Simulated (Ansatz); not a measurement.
How far each method lies from full CI for SiH$_{2}$, singlet

Geometry: that of the SiH2, triplet, kept fixed.

```xyz
3

Si    0.0000   -0.0507    0.0000
H     0.0000    0.7069   -1.2784
H     0.0000    0.7069    1.2784
```

Basis cc-pVDZ; Ansatz 0.2.0. Correlated methods freeze the noble-gas cores, which leaves 6 electrons in 23 orbitals. Prefix R: restricted or restricted open-shell reference; prefix U: unrestricted. Active spaces: valence = (6e, 6o) chosen from the atoms' valence shells.

Full CI is exact within this basis and frozen core; it isn't the basis-set limit. The frozen core follows each run's orbitals, which can shift R against U totals by a few meV.

- UHF ⟨S²⟩: 0.672
- T1 diagnostic (RCCSD): 0.0137
- largest doubles amplitude (RCCSD): 0.134

```
                            level  E − E(full CI) (meV)  share of correlation (%)  wall time
                              RHF                  3258                      0.00          –
                             RMP2                   871                     73.26          –
                             CISD                   230                     92.93     0.36 s
                            RCCSD                    85                     97.38          –
                         RCCSD(T)                    22                     99.33     0.24 s
                          BCCD(T)                    22                     99.33     0.21 s
                           RCCSDT                     4                     99.89          –
                           CISDTQ                     5                     99.85     0.84 s
                        RCCSDT(Q)                     1                     99.98      0.6 s
                          RCCSDTQ                     0                    100.00      3.7 s
           CASSCF (valence space)                  1877                     42.40          –
           NEVPT2 (valence space)                   633                     80.56      0.3 s
           MRCISD (valence space)                    88                     97.30          –
         MRCISD+Q (valence space)                    16                     99.49     0.57 s
MRCISD+Q(relaxed) (valence space)                   -23                    100.71     0.69 s
```

The correlation energy at full CI, counted from RHF, is -3.258 eV. That run took 2.3 s on 1 thread of Arm Neoverse V2, shared host over 786,897 determinants.

Run but not shown, since their state or frozen core can't be matched to the reference's or they repeat it: UHF, UMP2, UCCSD, UCCSD(T), UCCSDT, UCCSDT(Q).

Times hold each run's SCF and search for its determinant on a shared host, so for small cases they say little of a method's own cost; they ran on 1 thread of Arm Neoverse V2.

Not variational, and here over 5 meV under the exact energy: MRCISD+Q(relaxed) (valence space).

The full-CI state has the irrep A1 of C2v, in the program's axes.

Natural occupations of full CI about the gap: 1.960 1.950 1.872 0.090 0.033 0.030 0.012 0.009 0.008 0.008; effectively unpaired electrons, Σ n²(2−n)², 0.11.
